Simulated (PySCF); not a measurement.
**Worked example: correlation energy of H2B–AlH⁺, singlet**

Geometry: that of the H2B–AlH, doublet, kept fixed.

```xyz
5

B     0.0000    0.0000    1.3781
Al    0.0000    0.0000   -0.6166
H     0.0000    1.0440    1.9635
H     0.0000   -1.0440    1.9635
H     0.0000    0.0000   -2.2031
```

Basis cc-pVDZ; PySCF 2.14.0. Correlated methods freeze the noble-gas cores, which leaves 8 electrons in 41 orbitals. R marks a restricted (for open shells ROHF) determinant.

Full CI isn't at hand for all of this; RCCSDT(Q) serves as the reference, and is uncertain by the last step of the cluster series or more.

RCCSD has a T1 diagnostic of 0.010 and a largest doubles amplitude of 0.06.

```json
{"level": "RHF", "total energy (hartree)": "-268.027789"}
{"level": "RMP2", "total energy (hartree)": "-268.149253"}
{"level": "RCCSD", "total energy (hartree)": "-268.182513"}
{"level": "RCCSD(T)", "total energy (hartree)": "-268.185464"}
{"level": "RCCSDT", "total energy (hartree)": "-268.186197"}
{"level": "RCCSDT(Q)", "total energy (hartree)": "-268.186318"}
```

Task: What is the correlation energy at RCCSDT(Q), and what share of it do RMP2 and RCCSD(T) recover?

Result: E(corr) = -268.186318 − (-268.027789) = -0.158529 hartree = -4.314 eV. RMP2: -0.121464 / -0.158529 = 76.62 %. RCCSD(T): -0.157675 / -0.158529 = 99.46 %.

Task: By how many kcal/mol does RCCSD(T) miss RCCSDT(Q) (1 hartree = 627.509 kcal/mol), and which steps make up the rest?

Result: -268.185464 − (-268.186318) = 0.000854 hartree = 0.54 kcal/mol. Steps: RCCSDT − RCCSD(T) = -0.46, RCCSDT(Q) − RCCSDT = -0.08 kcal/mol. That is within 1 kcal/mol of the reference in this basis, which itself misses far more of the correlation at the basis-set limit.
